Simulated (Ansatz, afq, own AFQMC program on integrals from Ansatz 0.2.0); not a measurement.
CH3N, singlet: energetics from AFQMC and coupled cluster

```
atom    x (Å)    y (Å)    z (Å)
   C  -0.0342  -0.3828   0.0369
   N   0.6306   0.6593  -0.2285
   H  -1.0973  -0.4032   0.3450
   H   0.4576  -1.3670  -0.0355
   H   0.0434   1.4937  -0.1179
```

Geometry: a PBE0/def2-SVP stationary point, not shown to be a minimum. Basis def2-TZVP. Noble-gas cores (and the filled d shells of Ga–Kr and In–Xe) are frozen. AFQMC by an in-house program on the Cholesky factors that Ansatz 0.2.0 writes for its CCSD(T) run. ph-AFQMC/CISD is guided by a CISD state made of CCSD amplitudes; releasing the constraint for a short imaginary time cuts its bias at the price of noise, slowly where states lie close. ± is one standard error of the sampling.

Best estimates are CCSD(T) at the basis-set limit (def2-TZVPP/QZVPP) plus the step from CCSD(T) to the highest rung at hand in def2-TZVP, named in the table (released AFQMC can keep some 10 meV of bias). Fragments are relaxed and keep their bonds. No zero-point, core-correlation or spin–orbit terms. Other levels are in def2-TZVP; a dash marks a level that is missing or breaks spin symmetry for a member.

Cautions: CH₃N (singlet): the released energies move by 1.5 errors or more from one time to the next, so no released level is given (meV from the phaseless value at times in 1/Eh: -6 ± 5 at 0.24, -7 ± 4 at 0.51, -8 ± 5 at 0.99, 3 ± 6 at 1.62, -15 ± 6 at 2.40), though the last usable value meets CCSDT(Q) within the noise; CH₂N (doublet): unrestricted determinant slightly spin contaminated (⟨S²⟩ 0.83 against 0.75); NH (triplet): full CI with its own frozen core; CH₃N⁺ (doublet): higher spins were not checked, raised T1 diagnostic (T1 0.044, weight of the determinant 0.85, largest double 0.11), unrestricted determinant spin contaminated (⟨S²⟩ 0.88 against 0.75), released walk and highest rung disagree (by 15 meV at 0.99 1/Eh, later times being noisier), its ph-AFQMC/CISD value lies 34 ± 4 meV above CCSDT(Q).

```csv
process,r2SCAN (kcal/mol)
C1–H3 → CH2N (doublet; CH–NH) + H (doublet),98.0
C1–N2 → CH2 (triplet; CH2) + NH (triplet),155.3
"to charge +1, doublet (vertical)",241.0
to free atoms,434.8
```

Q: From these values, estimate the best estimates.

A: 
```tsv
process	best estimate (kcal/mol)	highest rung
C1–H3 → CH2N (doublet; CH–NH) + H (doublet)	103.2	CCSDT(Q)
C1–N2 → CH2 (triplet; CH2) + NH (triplet)	164.9	CCSDT(Q)
to charge +1, doublet (vertical)	247.8	CCSDT(Q)
to free atoms	438.0	CCSDT(Q)
```

Errors against the best estimates in kcal/mol, in the same order:

```json
{"level": "MP2", "error, 1": "-0.6", "error, 2": "1.6", "error, 3": "5.3", "error, 4": "-14.1"}
{"level": "CCSD(T)", "error, 1": "-2.6", "error, 2": "-5.6", "error, 3": "-3.2", "error, 4": "-17.8"}
{"level": "ph-AFQMC/CISD", "error, 1": "-3.0 ± 0.2", "error, 2": "-5.6 ± 0.1", "error, 3": "-3.3 ± 0.2", "error, 4": "-17.7 ± 0.1"}
{"level": "CCSD(T)/CBS", "error, 1": "0.4", "error, 2": "-0.1", "error, 3": "0.7", "error, 4": "-0.2"}
{"level": "PBE", "error, 1": "-5.4", "error, 2": "4.2", "error, 3": "-6.0", "error, 4": "12.9"}
{"level": "r2SCAN", "error, 1": "-5.1", "error, 2": "-9.6", "error, 3": "-6.8", "error, 4": "-3.3"}
{"level": "PBE0", "error, 1": "-4.0", "error, 2": "-4.7", "error, 3": "-4.6", "error, 4": "-0.3"}
{"level": "B3LYP", "error, 1": "-3.0", "error, 2": "-3.2", "error, 3": "-2.2", "error, 4": "2.2"}
{"level": "wB97M-V", "error, 1": "-0.7", "error, 2": "0.6", "error, 3": "-2.0", "error, 4": "1.6"}
{"level": "B2PLYP", "error, 1": "-3.5", "error, 2": "-2.1", "error, 3": "-2.7", "error, 4": "-3.8"}
```

Cost at the first geometry (cards were shared with other jobs): PBE0/def2-TZVP, 1 s on 1 thread of AMD EPYC 7R13 Processor (Zen 3), with other jobs on the host; RCCSD(T)/def2-TZVP, 2.5 s on 1 × NVIDIA H100 80GB HBM3 with 1 thread of AMD EPYC 7R13 Processor (Zen 3) (shared host); CCSDT(Q), 4.8 s on 1 × NVIDIA H100 80GB HBM3 with 1 thread of AMD EPYC 7R13 Processor (Zen 3) (shared host); ph-AFQMC/CISD with release, 100 s on 1 × NVIDIA H100 80GB HBM3 with 2 threads of AMD EPYC 7R13 Processor (Zen 3), on a shared host.

Best estimates are given only where the step beyond CCSD(T) is under 0.3 eV and no member's determinant is very poor (T1 over 0.05, or 0.07 for open shells, ⟨S²⟩ too high by 0.3, two states mixed), so the hardest cases are missing from such tables.

The functionals ran in a triple-zeta set and keep a basis error of their own, a few kJ/mol for each bond in atomization energies and more for double hybrids, so close places among them and the extrapolated levels can swap.

CCSDT and higher add their correlation energy to the determinant of the CCSD(T) run, since their own runs factorise the integrals more tightly (a shift of under 2 meV). Where the cautions show a poor determinant, the low rows tell how each method copes with it, not its usual error. Each member of a difference takes its own highest rung, so a best estimate needn't equal the limit plus the step of one row. A walk keeps the symmetry of its determinant, which the program's search chose and which needn't be the lowest solution, so a lower state of the same spin and another symmetry isn't excluded.
